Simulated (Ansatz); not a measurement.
All numbers were calculated with Ansatz.

A structure relaxed at PBE0-D4/def2-TZVP, charge 0, multiplicity 1:

Cartesian coordinates in Å:
```
F -0.311 0.996 1.552
C -0.366 0.020 0.615
Cl -1.504 -1.214 1.163
C -0.552 0.521 -0.815
O 0.723 -0.017 -1.190
C 0.994 -0.481 0.138
H -0.584 1.613 -0.880
H -1.376 0.075 -1.373
H 1.829 0.049 0.607
H 1.147 -1.561 0.182
```

Q: Give its formula and SMILES.

A: C3H4ClFO, `FC1(Cl)COC1`.

Q: Point group (tolerance 0.08 Å, 0.16 Å for H)?

A: Cs.

Q: Summarise the bond lengths by kind.

A: 1 × C–F 1.355 Å; 1 × C–Cl 1.765 Å; 2 × C–C 1.526 Å; 2 × C–O 1.433 Å; 4 × C–H 1.091 to 1.094 Å.
